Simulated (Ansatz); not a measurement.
Mulliken charges of `FC(F)Cl` from ωB97M-V/def2-TZVPP in Ansatz (PBE0-D4/def2-TZVP geometry).

```csv
atom,x (Å),y (Å),z (Å),charge (e)
F1,0.039,-0.568,1.222,-0.157
C2,0.109,0.024,0.028,0.250
F3,0.844,-0.746,-0.777,-0.157
Cl4,-1.511,0.209,-0.641,-0.061
H5,0.569,1.008,0.126,0.125
```

**Question.** By hand: the dipole of these point charges (1 e Å = 4.8032 D).

**Answer.** Σ q r = (0.052, 0.326, -0.008) e Å, of length 0.330 e Å = 1.59 D.

**Question.** How does the dipole of the full density compare? (An estimate is asked.)

**Answer.** The calculation gave: (0.100, 0.275, 0.016) e Å, 1.41 D; the point charges give 1.13 times that, at 12° from its direction.

Point charges leave out the atoms' own dipoles, such as those of lone pairs, and Mulliken's split depends on the basis, so the close match here is no proof of good charges.
